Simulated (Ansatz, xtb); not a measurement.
Relative energy of two isomers of C5H14N+

Structure X is `C[NH2+]C(C)(C)C`, a singlet and structure Y is `CC(C)(C)C[NH3+]`, a singlet. Both are isolated ions in the gas phase, relaxed with B3LYP/def2-SVP; the shapes shown needn't be the lowest conformers.

X (Å):

```yaml
atoms:
  - { symbol: C, position_ang: [-0.6161, 0.5479, -2.1933] }
  - { symbol: C, position_ang: [-0.3667, -0.1024, 0.3502] }
  - { symbol: C, position_ang: [-0.8039, 1.2883, 0.8134] }
  - { symbol: C, position_ang: [-1.5349, -1.0876, 0.2832] }
  - { symbol: C, position_ang: [0.7773, -0.6469, 1.2124] }
  - { symbol: N, position_ang: [0.2406, 0.0297, -1.0806] }
  - { symbol: H, position_ang: [-0.0188, 0.5644, -3.1144] }
  - { symbol: H, position_ang: [-1.4798, -0.1132, -2.3257] }
  - { symbol: H, position_ang: [-0.9503, 1.5632, -1.9524] }
  - { symbol: H, position_ang: [1.0757, 0.6254, -0.9998] }
  - { symbol: H, position_ang: [0.5992, -0.8986, -1.3425] }
  - { symbol: H, position_ang: [-1.6479, 1.6840, 0.2300] }
  - { symbol: H, position_ang: [0.0257, 2.0135, 0.7844] }
  - { symbol: H, position_ang: [-1.1386, 1.2210, 1.8586] }
  - { symbol: H, position_ang: [-1.2283, -2.0655, -0.1228] }
  - { symbol: H, position_ang: [-1.9056, -1.2625, 1.3035] }
  - { symbol: H, position_ang: [-2.3810, -0.7034, -0.3050] }
  - { symbol: H, position_ang: [0.4265, -0.7711, 2.2467] }
  - { symbol: H, position_ang: [1.6373, 0.0423, 1.2400] }
  - { symbol: H, position_ang: [1.1225, -1.6344, 0.8642] }
```

Y (Å):

```yaml
atoms:
  - { symbol: C, position_ang: [-1.1407, -1.8953, 2.0263] }
  - { symbol: C, position_ang: [-0.5696, -0.5140, 1.6489] }
  - { symbol: C, position_ang: [-0.2847, -0.4643, 0.1344] }
  - { symbol: C, position_ang: [0.7277, -0.2311, 2.4323] }
  - { symbol: C, position_ang: [-1.6105, 0.5891, 1.9193] }
  - { symbol: N, position_ang: [-2.0001, 0.6754, 3.3863] }
  - { symbol: H, position_ang: [-0.4222, -2.6862, 1.7649] }
  - { symbol: H, position_ang: [-2.0773, -2.1118, 1.4874] }
  - { symbol: H, position_ang: [-1.3263, -2.0063, 3.1106] }
  - { symbol: H, position_ang: [-1.1940, -0.6570, -0.4567] }
  - { symbol: H, position_ang: [0.4552, -1.2329, -0.1336] }
  - { symbol: H, position_ang: [0.1241, 0.5122, -0.1703] }
  - { symbol: H, position_ang: [1.1436, 0.7606, 2.1911] }
  - { symbol: H, position_ang: [1.4941, -0.9780, 2.1777] }
  - { symbol: H, position_ang: [0.5961, -0.2992, 3.5280] }
  - { symbol: H, position_ang: [-2.5453, 0.4099, 1.3688] }
  - { symbol: H, position_ang: [-1.2279, 1.5841, 1.6498] }
  - { symbol: H, position_ang: [-2.6951, 1.4140, 3.5616] }
  - { symbol: H, position_ang: [-2.3985, -0.2160, 3.7157] }
  - { symbol: H, position_ang: [-1.1777, 0.8710, 3.9755] }
```

Energies in hartree; the thermal terms are from GFN2-xTB frequencies at re-optimised GFN2-xTB minima (ideal gas, soft modes damped towards free rotors, one conformer each, 298.15 K, 1 atm) and include the zero-point energy:

|  | X | Y |
| --- | --- | --- |
| E, CCSD(T)/def2-SVP | −252.568231 | −252.563453 |
| E, MP2/def2-SVP | −252.456674 | −252.453097 |
| E, MP2/def2-TZVPP | −252.927512 | −252.925294 |
| zero-point energy | 0.186954 | 0.186771 |
| H(298 K) − E | 0.196408 | 0.196234 |
| G(298 K) − E | 0.155250 | 0.155064 |

Question: Correct the CCSD(T) difference for the basis set by the MP2 change, then work out ΔE, ΔE₀, ΔH and ΔG for X → Y in kJ/mol (1 Eh = 2625.50 kJ/mol) and the equilibrium ratio [Y]/[X].

Answer: 1. Differences Y − X: CCSD(T) +0.004778, MP2 in the small set +0.003577, MP2 in the large set +0.002218 Eh.
2. ΔE = +0.004778 + (+0.002218 − (+0.003577)) = +0.003419 Eh = +8.98 kJ/mol.
3. ΔE₀ = ΔE + ΔZPE = +0.003419 + (−0.000183) Eh = +8.50 kJ/mol.
4. ΔH = ΔE + (−0.000174) Eh = +8.52 kJ/mol.
5. ΔG = ΔE + (−0.000186) Eh = +8.49 kJ/mol, so ΔS = (ΔH − ΔG)/T = +0.1 J/(mol K).
6. kT = 0.9442 mEh, so K = [Y]/[X] = exp(−ΔG/kT) = exp(−3.42) ≈ 0.033.

Structure X is favoured at this temperature. An error of 4 kJ/mol in ΔG would change K by a factor of 5. Mirror images and further conformers aren't counted.

As drawn, Y has 1 C–C, 1 N–H in place of 1 C–N, 1 C–H.

Other levels gave ΔE = +33.5 (GFN2-xTB); +37.1 (HF/STO-3G, GFN2-xTB geometries); +14.6 (r2SCAN-D4/def2-SVP, GFN2-xTB geometries); +15.6 (B3LYP/def2-SVP); +16.2 (HF/def2-SVP); +9.4 (MP2/def2-SVP); +12.5 (CCSD(T)/def2-SVP) kJ/mol. The correlated steps freeze 6 core orbitals. Programs: Ansatz 0.2.0, xtb 6.7.1.
